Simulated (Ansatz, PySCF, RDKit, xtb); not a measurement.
# Which structure has the formula [SiH3O2]+?

Only the formula [SiH3O2]+ is given (charge +1). Aim: find the structure of lowest free energy at 298.15 K, then its properties.

The funnel: GFN2-xTB relaxations, single points with a density functional, relaxations at B3LYP-D3(BJ)/def2-SVP, harmonic vibrations, and a last energy at a higher level. All values are calculated.

7 further runs of the same task are left out: 7 set aside as unsound or not needed.

**1. Candidates**

All bonding patterns within simple valence rules are listed by program: one Lewis structure each, at most two rings and one unusual centre or charged pair. O–O, O–halogen and N–halogen bonds and N–N–N chains are not drawn. That gives 4 candidates.

```csv
label,SMILES,spin
c102,O[Si][OH2+],triplet
c362,O[Si][OH2+],singlet
c584,O=[SiH][OH2+],singlet
c714,O[SiH+]O,singlet
```

Candidates are built by distance geometry, with a force field where one applies, in up to four conformers (letters a to d). 7 starts with atoms placed at random are added, to find patterns that the rules miss.

**2. Cheap relaxation of all starts**

All 12 starts are relaxed the same way. One of them, c957 (atoms placed at random), in full:

start.xyz reads:

```xyz
6
c957
O     -0.870220     0.849080     0.181490
O      0.449850    -1.845250    -0.750470
Si     0.180810    -1.175340     1.010820
H     -1.083520    -1.511000     0.027090
H      1.262100     0.070600     0.167020
H     -1.028000     1.585760    -0.632590
```

Started as:

```sh
$ xtb start.xyz --gfn 2 --opt --chrg 1
```

Log, shortened:

```text
* xtb version 6.7.1
[...]
          :  # basis functions                  21          :
[...]
          :  # electrons                        18          :
[...]
          :  Hamiltonian                  GFN2-xTB          :
[...]
          :  net charge                          1          :
          :  unpaired electrons                  0          :
[...]
   *** convergence criteria satisfied after 19 iterations ***
[...]
   *** GEOMETRY OPTIMIZATION CONVERGED AFTER 30 ITERATIONS ***
[...]
   *** convergence criteria satisfied after 3 iterations ***
[...]
         ::                     SUMMARY                     ::
         :::::::::::::::::::::::::::::::::::::::::::::::::::::
         :: total energy             -11.050758989825 Eh    ::
         :: gradient norm              0.000684755504 Eh/a0 ::
         :: HOMO-LUMO gap              6.838154278673 eV    ::
         ::.................................................::
         :: SCC energy               -11.146852133605 Eh    ::
         :: -> isotropic ES            0.133919942721 Eh    ::
         :: -> anisotropic ES         -0.008816213644 Eh    ::
         :: -> anisotropic XC         -0.007478348536 Eh    ::
         :: -> dispersion             -0.001692301014 Eh    ::
         :: repulsion energy           0.096093143780 Eh    ::
         :: add. restraining           0.000000000000 Eh    ::
         :: total charge               1.000000000000 e     ::
         :::::::::::::::::::::::::::::::::::::::::::::::::::::
[...]
         9        2.0000           -0.6983207             -19.0023 (HOMO)
        10                         -0.4470232             -12.1641 (LUMO)
[...]
     #   Z          covCN         q      C6AA      α(0)
     1   8 O        1.576    -0.279    18.690     5.834
     2   8 O        1.576    -0.279    18.685     5.833
     3  14 Si       2.468     0.623   170.485    28.563
     4   1 H        0.805     0.403     0.478     1.086
     5   1 H        0.927     0.128     1.549     1.946
     6   1 H        0.805     0.404     0.478     1.086
[...]
     #   Z sym  total        # sym  WBO       # sym  WBO       # sym  WBO
 ---------------------------------------------------------------------------
     1   8 O    2.520 --     3 Si   1.607     6 H    0.795
     2   8 O    2.519 --     3 Si   1.605     4 H    0.796
     3  14 Si   4.121 --     1 O    1.607     2 O    1.605     5 H    0.856
     4   1 H    0.837 --     2 O    0.796
     5   1 H    0.984 --     3 Si   0.856
     6   1 H    0.837 --     1 O    0.795
 ---------------------------------------------------------------------------
[...]
molecular dipole:
                 x           y           z       tot (Debye)
 q only:       -0.606      -0.661      -0.076
   full:       -0.700      -0.669      -0.103       2.475
molecular quadrupole (traceless):
[...]
          | TOTAL ENERGY              -11.050758989825 Eh   |
          | GRADIENT NORM               0.000684755504 Eh/α |
          | HOMO-LUMO GAP               6.838154278673 eV   |
           -------------------------------------------------
[...]
```

Run time: 0.23 s. Hardware: 1 thread of AMD EPYC (Zen 3), shared host.

**3. What the search left**

12 of the 12 relaxations converged; 4 ended on a minimum already found. 8 distinct structures remain:

```csv
label,start,SMILES after,spin,energy (kcal/mol),note
c714a,drawn,[OH][SiH][OH] ‡,singlet,0.0,
c957,random,[OH][SiH][OH] ‡,singlet,0.9,
c149,random and drawn,O=[SiH][OH2+],singlet,29.7,
c362a,drawn and random,O[Si][OH2+],singlet,39.0,
c031,random,[OH][Si][OH2] ‡,singlet,39.4,
c102b,drawn,[H].[OH][Si][OH] ‡,triplet,121.5,fell apart
c102a,drawn,O[Si][OH2+],triplet,129.9,
c775,random,[O][O][SiH3] ‡,singlet,193.2,
```

‡ marks the bonded skeleton alone, with all bonds drawn single: no Lewis structure was assigned that passes a check against the bond lengths.

GFN2-xTB has no spin polarisation, so it can't rank spin states and is rough for open shells.

**4. Single points on the low minima**

A choice of the minima (the low ones first, few conformers of a pattern, up to a cap) and the lowest that fell apart get a single point at r2SCAN-D4/def2-SVP on the tight-binding geometry, and one at HF/STO-3G for comparison. The lowest singlets are also tried as triplets at the same geometry (label ending in t). The first, c714a:

input.yaml reads:

```yaml
crystal:
  periodic: [false, false, false]
  atoms:
    - {symbol: O, position_ang: [-2.696384, -2.102995, 0.127223]}
    - {symbol: O, position_ang: [-0.082520, -2.092254, 0.759034]}
    - {symbol: Si, position_ang: [-1.200905, -2.195815, -0.314692]}
    - {symbol: H, position_ang: [-3.585216, -2.124118, -0.235559]}
    - {symbol: H, position_ang: [-0.660772, -2.364822, -1.626784]}
    - {symbol: H, position_ang: [0.063014, -1.988872, 1.704664]}
basis:
  gaussian:
    orbitals: def2-SVP
total_charge: 1
hamiltonian:
  xc: {name: r2SCAN}
  dispersion: d4
scf:
  lower_state_search: "off"
output:
  orbitals: {seedname: orbitals}
```

Started as:

```sh
$ ansatz run input.yaml --threads 1 --pin off --max-ram 2610MiB --events-out events.jsonl --progress --plain --runs-dir runs
```

Log, shortened:

```text
Warning: RAYON_NUM_THREADS=1 ignored (pool sized by the plan → 1); use --threads N
Functional definition: r2SCAN
  name "r2SCAN"
[...]
656 factors; their error is unknown
[...]
mean field -12005.86335170 eV, -441.2073403085 hartree, gradient 6.7e-6 eV, S^2 0.000000; 0 other end points of the search recorded, 0 dependent functions left out
reference -12005.86335967 eV, -441.2073406015 hartree; 16, 16 occupied and 45, 45 virtual orbitals, 656 factors
Total energy: -12005.87849866 eV, -441.2078969492 hartree
Checks for a lower state left out: stability, starts, cluster_reference, orbital_swaps, neighbouring_geometries, increment
```

Wall time 2.6 s (1 thread of AMD EPYC (Zen 3), shared host).

Relative energies in kcal/mol, each column from its lowest structure that stays in one piece:

| label | SMILES | spin | GFN2-xTB | HF/STO-3G | r2SCAN-D4/def2-SVP |
| --- | --- | --- | --- | --- | --- |
| c714a | [OH][SiH][OH] ‡ | singlet | 0.0 | 34.2 | 0.0 |
| c957 | [OH][SiH][OH] ‡ | singlet | 0.9 | 41.7 | 0.5 |
| c362a | O[Si][OH2+] | singlet | 39.0 | 0.0 | 8.5 |
| c031 | [OH][Si][OH2] ‡ | singlet | 39.4 | 9.4 | 11.4 |
| c149 | O=[SiH][OH2+] | singlet | 29.7 | 67.8 | 44.8 |
| c362at | O[Si][OH2+] | triplet | – | – | 84.3 |
| c102b | [H].[OH][Si][OH] ‡ | triplet | 121.5 | 130.2 | 94.6 |
| c714at | [OH][SiH][OH] ‡ | triplet | – | – | 155.9 |

‡ marks the bonded skeleton alone, with all bonds drawn single: no Lewis structure was assigned that passes a check against the bond lengths.

**5. Relaxing the best candidates**

4 candidates are relaxed at B3LYP-D3(BJ)/def2-SVP (chosen among the lowest in one piece). The first, c714a:

Edit input.yaml of step 4 so:

```diff
@@ -14,7 +14,7 @@
 hamiltonian:
-  xc: {name: r2SCAN}
-  dispersion: d4
+  xc: {name: B3LYP}
+  dispersion: d3bj
 scf:
   lower_state_search: "off"
-output:
-  orbitals: {seedname: orbitals}
+relax:
+  f_tol: 0.003
```

Started as:

```sh
$ ansatz run input.yaml --threads 1 --pin off --max-ram 2610MiB --events-out events.jsonl --progress --plain --runs-dir runs
```

Log, shortened:

```text
Warning: RAYON_NUM_THREADS=1 ignored (pool sized by the plan → 1); use --threads N
[...]
Functional definition: B3LYP
  name "B3LYP"
[...]
613 factors; integrals over basis functions are off by at most 3.7e-4 eV
[...]
mean field -12009.13908632 eV, -441.3277213353 hartree, gradient 3.6e-6 eV, S^2 0.000000; 0 other end points of the search recorded, 0 dependent functions left out
[...]
reference -12009.13927037 eV, -441.3277280990 hartree; 16, 16 occupied and 45, 45 virtual orbitals, 613 factors
relax step   1: F+E_penalty+E_count = -12009.28833471 eV  Δ(F+E_penalty+E_count) = +0.000e0 eV  max|allowed force component| = 7.507e-1 eV/Å  Δτ_max = 0.0000 Å  (13 SCF iters, accepted)
[...]
relax step   6: F+E_penalty+E_count = -12009.35472219 eV  Δ(F+E_penalty+E_count) = -2.409e-3 eV  max|allowed force component| = 9.113e-2 eV/Å  Δτ_max = 0.0146 Å  (15 SCF iters, accepted)
[...]
relax step   7: F+E_penalty+E_count = -12009.35483675 eV  Δ(F+E_penalty+E_count) = -1.146e-4 eV  max|allowed force component| = 2.871e-3 eV/Å  Δτ_max = 0.0023 Å  (13 SCF iters, accepted)
Total energy: -12009.35502082 eV, -441.3356567819 hartree
Atom 0 at    -2.677879    -2.096866     0.189070 Å, force    -0.000337     0.000128     0.000300 eV/Å
Atom 1 at    -0.006906    -2.096727     0.764250 Å, force    -0.002717    -0.000613    -0.002871 eV/Å
Atom 2 at    -1.173414    -2.193191    -0.297481 Å, force     0.001641     0.000498     0.002556 eV/Å
Atom 3 at    -3.524057    -2.131546    -0.286231 Å, force     0.001382    -0.000272    -0.000786 eV/Å
Atom 4 at    -0.753100    -2.368892    -1.685014 Å, force    -0.000615    -0.000008    -0.000224 eV/Å
Atom 5 at    -0.027428    -1.981654     1.729293 Å, force     0.000645     0.000267     0.001025 eV/Å
Dipole moment:    -0.247386    -0.024030    -0.255062 e Å
Checks for a lower state left out: stability, starts, cluster_reference, orbital_swaps, neighbouring_geometries, increment
```

Wall time 14 s (1 thread of AMD EPYC (Zen 3), shared host).

Energy change by step (eV): 0.0000, -0.0314, -0.0453, -0.0538, -0.0640, -0.0664, -0.0665.

After the run. Bond lengths: O1–Si3 1.584 Å, O2–Si3 1.580 Å, O1–H4 0.971 Å, Si3–H5 1.460 Å, O2–H6 0.972 Å. Angles: O1–Si3–O2 119.4°, O1–Si3–H5 124.9°, O2–Si3–H5 115.7°, Si3–O1–H4 132.5°, Si3–O2–H6 131.2°.

**6. Ranking at B3LYP-D3(BJ)/def2-SVP**

```
label     spin  r2SCAN-D4/def2-SVP (kcal/mol)  B3LYP-D3(BJ)/def2-SVP, relaxed (kcal/mol)  time                   note
 c957  singlet                            0.5                                        0.0  19 s                       
c714a  singlet                            0.0                                        0.1  14 s                       
c362a  singlet                            8.5                                        4.6  17 s                       
 c031  singlet                           11.4                                        4.6  45 s  same minimum as c362a
```

c957: Bond lengths: O1–Si3 1.581 Å, O2–Si3 1.581 Å, O2–H4 0.970 Å, Si3–H5 1.455 Å, O1–H6 0.970 Å. Angles: O1–Si3–O2 127.7°, O1–Si3–H5 116.1°, O2–Si3–H5 116.1°, Si3–O1–H6 135.9°, Si3–O2–H4 135.9°.

c714a: Bond lengths: O1–Si3 1.584 Å, O2–Si3 1.580 Å, O1–H4 0.971 Å, Si3–H5 1.460 Å, O2–H6 0.972 Å. Angles: O1–Si3–O2 119.4°, O1–Si3–H5 124.9°, O2–Si3–H5 115.7°, Si3–O1–H4 132.5°, Si3–O2–H6 131.2°.

c362a: Bond lengths: O1–Si3 1.628 Å, O2–Si3 1.935 Å, O1–H4 0.970 Å, O2–H5 0.976 Å, O2–H6 0.980 Å. Angles: O1–Si3–O2 86.7°, Si3–O1–H4 129.1°, Si3–O2–H5 127.6°, Si3–O2–H6 121.1°, H5–O2–H6 111.3°.

c031: Bond lengths: O1–Si3 1.935 Å, O2–Si3 1.628 Å, O1–H4 0.980 Å, O2–H5 0.970 Å, O1–H6 0.976 Å. Angles: O1–Si3–O2 86.7°, Si3–O1–H4 121.1°, Si3–O1–H6 127.6°, Si3–O2–H5 129.1°, H4–O1–H6 111.3°.

**7. Harmonic analysis of the finalists**

The lowest few in one piece go on as finalists. Harmonic vibrations at B3LYP-D3(BJ)/def2-SVP test each finalist and give the zero-point energy and the thermal terms. The first, c957:

input.yaml reads:

```yaml
basis:
  gaussian:
    orbitals: def2-SVP
crystal:
  periodic: [false, false, false]
  atoms:
    - {symbol: O, position_ang: [-0.522261, 1.050538, 0.023959]}
    - {symbol: O, position_ang: [-0.165509, -1.762200, -0.119530]}
    - {symbol: Si, position_ang: [0.319853, -0.281724, 0.149821]}
    - {symbol: H, position_ang: [-0.994370, -2.184621, -0.395151]}
    - {symbol: H, position_ang: [1.706918, -0.126855, 0.562764]}
    - {symbol: H, position_ang: [-1.433612, 1.278713, -0.218504]}
total_charge: 1
hamiltonian:
  xc: {name: B3LYP}
  dispersion: d3bj
scf:
  lower_state_search: "off"
phonons: {}
```

Started as:

```sh
$ ansatz run input.yaml --threads 1 --pin off --max-ram 2610MiB --events-out events.jsonl --progress --plain --runs-dir runs
```

Log, shortened:

```text
Warning: RAYON_NUM_THREADS=1 ignored (pool sized by the plan → 1); use --threads N
[... 2 set-up lines as earlier in the session ...]
[...]
617 factors; integrals over basis functions are off by at most 3.7e-4 eV
[...]
mean field -12009.21091929 eV, -441.3303611483 hartree, gradient 8.4e-6 eV, S^2 0.000000; 0 other end points of the search recorded, 0 dependent functions left out
[...]
reference -12009.21110685 eV, -441.3303680411 hartree; 16, 16 occupied and 45, 45 virtual orbitals, 617 factors
[...]
617 factors; integrals over basis functions are off by at most 3.7e-4 eV
[...]
mean field -12009.21072050 eV, -441.3303538430 hartree, gradient 6.9e-7 eV, S^2 0.000000; 0 other end points of the search recorded, 0 dependent functions left out
[...]
reference -12009.21090814 eV, -441.3303607385 hartree; 16, 16 occupied and 45, 45 virtual orbitals, 617 factors
[...]
reference -12009.21109669 eV, -441.3303676676 hartree; 16, 16 occupied and 45, 45 virtual orbitals, 617 factors
Total energy: -12009.36046305 eV, -441.3358567802 hartree
Atom 0 at    -0.522261     1.050538     0.023959 Å, force    -0.000184     0.000530    -0.000018 eV/Å
Atom 1 at    -0.165509    -1.762200    -0.119530 Å, force    -0.000100    -0.000447    -0.000047 eV/Å
Atom 2 at     0.319853    -0.281724     0.149821 Å, force    -0.000609    -0.000154    -0.000213 eV/Å
Atom 3 at    -0.994370    -2.184621    -0.395151 Å, force    -0.000244    -0.000209    -0.000099 eV/Å
Atom 4 at     1.706918    -0.126855     0.562764 Å, force     0.001511     0.000148     0.000458 eV/Å
Atom 5 at    -1.433612     1.278713    -0.218504 Å, force    -0.000373     0.000133    -0.000080 eV/Å
Dipole moment:    -0.319869    -0.035691    -0.095226 e Å
Vibrations: 316.15 433.84 440.55 513.96 583.79 631.28 829.88 986.83 1171.70 2426.89 3813.65 3826.81 cm⁻¹, zero-point energy 0.990344 eV
Checks for a lower state left out: stability, starts, cluster_reference, orbital_swaps, neighbouring_geometries, increment
```

It took 72 s on 1 thread of AMD EPYC (Zen 3), shared host; peak memory 0.14 GiB.

**8. Zero-point energy and free-energy terms**

At 298.15 K and 1 atm, ideal gas, rigid rotor and harmonic oscillator:

| label | SMILES | spin | point group | lowest mode (cm⁻¹) | zero-point (kcal/mol) | G − E (kcal/mol) |
| --- | --- | --- | --- | --- | --- | --- |
| c957 | O[SiH+]O | singlet | C2v | 316 | 22.8 | 6.9 |
| c714a | O[SiH+]O | singlet | Cs | 311 | 22.9 | 6.6 |
| c362a | O[Si][OH2+] | singlet | Cs | 268 | 24.2 | 7.5 |

**9. Energies at the top level**

Single points at CCSD(T)/def2-TZVPP on the refined geometries decide the order.

c957, CCSD(T)/def2-TZVPP:

Edit input.yaml of step 7 so:

```diff
@@ -1,4 +1 @@
-basis:
-  gaussian:
-    orbitals: def2-SVP
 crystal:
@@ -12,8 +9,5 @@
     - {symbol: H, position_ang: [-1.433612, 1.278713, -0.218504]}
+basis:
+  gaussian: {orbitals: def2-TZVPP}
 total_charge: 1
-hamiltonian:
-  xc: {name: B3LYP}
-  dispersion: d3bj
-scf:
-  lower_state_search: "off"
-phonons: {}
+correlation: {method: ccsd_t, frozen_orbitals: {Si: 5, H: 0, O: 1}}
```

Started as:

```sh
$ ansatz run input.yaml --threads 1 --pin off --max-ram 2610MiB --events-out events.jsonl --progress --plain --runs-dir runs
```

Log, shortened:

```text
Warning: RAYON_NUM_THREADS=1 ignored (pool sized by the plan → 1); use --threads N
Functional definition: HF
  name "HF"
[...]
881 factors; integrals over basis functions are off by at most 1.3e-3 eV
[...]
mean field -11981.38297219 eV, -440.3077029548 hartree, gradient 4.8e-6 eV, S^2 0.000000; 0 other end points of the search recorded, 0 dependent functions left out
7 core orbitals not correlated: weight in the atoms' cores, before any rotation towards them, 1.000 or more for the frozen orbitals, at most 0.000 for the correlated occupied ones
reference -11981.38297219 eV, -440.3077029548 hartree; 9, 9 occupied and 130, 130 virtual orbitals, 881 factors
second order -15.66678616 eV of doubles, -0.00000000 eV of singles
cycle   1  -15.56820875 eV  change    9.9e-2 eV  update   8.7e-2
[...]
cycle   9  -16.00674658 eV  change   -3.7e-6 eV  update   1.0e-5
perturbative correction -0.55788672 eV, -0.0205019588 hartree
Total energy: -11997.94760549 eV, -440.9164420008 hartree
```

It took 41 s on 1 thread of AMD EPYC (Zen 3), shared host; peak memory 0.88 GiB.

**10. c714a at CCSD(T)/def2-TZVPP**

input.yaml reads:

```yaml
crystal:
  periodic: [false, false, false]
  atoms:
    - {symbol: O, position_ang: [-2.677879, -2.096866, 0.189070]}
    - {symbol: O, position_ang: [-0.006906, -2.096727, 0.764250]}
    - {symbol: Si, position_ang: [-1.173414, -2.193191, -0.297481]}
    - {symbol: H, position_ang: [-3.524057, -2.131546, -0.286231]}
    - {symbol: H, position_ang: [-0.753100, -2.368892, -1.685014]}
    - {symbol: H, position_ang: [-0.027428, -1.981654, 1.729293]}
basis:
  gaussian:
    orbitals: def2-TZVPP
total_charge: 1
correlation:
  method: ccsd_t
  frozen_orbitals: {Si: 5, H: 0, O: 1}
```

Started as:

```sh
$ ansatz run input.yaml --threads 1 --pin off --max-ram 2610MiB --events-out events.jsonl --progress --plain --runs-dir runs
```

Log, shortened:

```text
Warning: RAYON_NUM_THREADS=1 ignored (pool sized by the plan → 1); use --threads N
[... 2 set-up lines as earlier in the session ...]
[...]
881 factors; integrals over basis functions are off by at most 1.3e-3 eV
[...]
mean field -11981.39575725 eV, -440.3081727971 hartree, gradient 4.7e-6 eV, S^2 0.000000; 0 other end points of the search recorded, 0 dependent functions left out
7 core orbitals not correlated: weight in the atoms' cores, before any rotation towards them, 1.000 or more for the frozen orbitals, at most 0.000 for the correlated occupied ones
reference -11981.39575725 eV, -440.3081727971 hartree; 9, 9 occupied and 130, 130 virtual orbitals, 881 factors
second order -15.65884062 eV of doubles, -0.00000000 eV of singles
cycle   1  -15.56613718 eV  change    9.3e-2 eV  update   8.8e-2
[...]
cycle   9  -16.00438675 eV  change   -5.5e-6 eV  update   1.4e-5
perturbative correction -0.55660223 eV, -0.0204547548 hartree
Total energy: -11997.95674622 eV, -440.9167779165 hartree
```

Wall time 44 s (1 thread of AMD EPYC (Zen 3), shared host); peak memory 0.88 GiB.

**11. Putting it together**

Energies in kcal/mol from c714a; G adds the thermal terms to the CCSD(T)/def2-TZVPP energy. The columns left of the relaxed level are at the tight-binding geometries.

```csv
label,SMILES,spin,GFN2-xTB,HF/STO-3G,r2SCAN-D4/def2-SVP,B3LYP-D3(BJ)/def2-SVP,HF/def2-TZVPP,MP2/def2-TZVPP,CCSD(T)/def2-TZVPP,G,share at equilibrium,T1
c714a,O[SiH+]O,singlet,0.0,0.0,0.0,0.0,0.0,0.0,0.0,0.0,72.5 %,0.014
c957,O[SiH+]O,singlet,0.9,7.5,0.5,-0.1,0.3,0.1,0.2,0.6,27.5 %,0.014
c362a,O[Si][OH2+],singlet,39.0,-34.2,8.5,4.5,15.8,14.1,11.0,11.9,< 0.1 %,0.014
```

Lowest found: c714a, `O[SiH+]O`, a singlet of point group Cs. Bond lengths: O1–Si3 1.584 Å, O2–Si3 1.580 Å, O1–H4 0.971 Å, Si3–H5 1.460 Å, O2–H6 0.972 Å. Angles: O1–Si3–O2 119.4°, O1–Si3–H5 124.9°, O2–Si3–H5 115.7°, Si3–O1–H4 132.5°, Si3–O2–H6 131.2°.

```xyz
6

O    -2.6779   -2.0969    0.1891
O    -0.0069   -2.0967    0.7642
Si   -1.1734   -2.1932   -0.2975
H    -3.5241   -2.1315   -0.2862
H    -0.7531   -2.3689   -1.6850
H    -0.0274   -1.9817    1.7293
```

**12. Density, orbitals and dipole (PBE0/def2-TZVPD)**

Edit input.yaml of step 10 so:

```diff
@@ -10,7 +10,5 @@
 basis:
-  gaussian:
-    orbitals: def2-TZVPP
+  gaussian: {orbitals: def2-TZVPD}
 total_charge: 1
-correlation:
-  method: ccsd_t
-  frozen_orbitals: {Si: 5, H: 0, O: 1}
+hamiltonian: {xc: {name: PBE0}}
+output: {forces: true, orbitals: {seedname: orbitals}}
```

Started as:

```sh
$ ansatz run input.yaml --threads 1 --pin off --max-ram 2610MiB --events-out events.jsonl --progress --plain --runs-dir runs
```

Log, shortened:

```text
Warning: RAYON_NUM_THREADS=1 ignored (pool sized by the plan → 1); use --threads N
Functional definition: PBE0
  name "PBE0"
[...]
817 factors; their error is unknown
[...]
mean field -12009.13702481 eV, -441.3276455762 hartree, gradient 4.2e-5 eV, S^2 0.000000; 0 other end points of the search recorded, 0 dependent functions left out
[...]
reference -12009.13705960 eV, -441.3276468549 hartree; 16, 16 occupied and 134, 134 virtual orbitals, 817 factors
Total energy: -12009.13705960 eV, -441.3276468549 hartree
Atom 0 at    -2.677879    -2.096866     0.189070 Å, force     0.586804    -0.051061    -0.304134 eV/Å
Atom 1 at    -0.006906    -2.096727     0.764250 Å, force    -0.580404    -0.029841    -0.372640 eV/Å
Atom 2 at    -1.173414    -2.193191    -0.297481 Å, force    -0.269509     0.120547     0.953639 eV/Å
Atom 3 at    -3.524057    -2.131546    -0.286231 Å, force     0.359852    -0.001806     0.063765 eV/Å
Atom 4 at    -0.753100    -2.368892    -1.685014 Å, force    -0.001248     0.000212     0.001537 eV/Å
Atom 5 at    -0.027428    -1.981654     1.729293 Å, force    -0.095496    -0.038051    -0.342167 eV/Å
Dipole moment:    -0.220929    -0.025767    -0.263999 e Å
```

It took 7.8 s on 1 thread of AMD EPYC (Zen 3), shared host; peak memory 0.25 GiB.

[end of part 1 of 2]
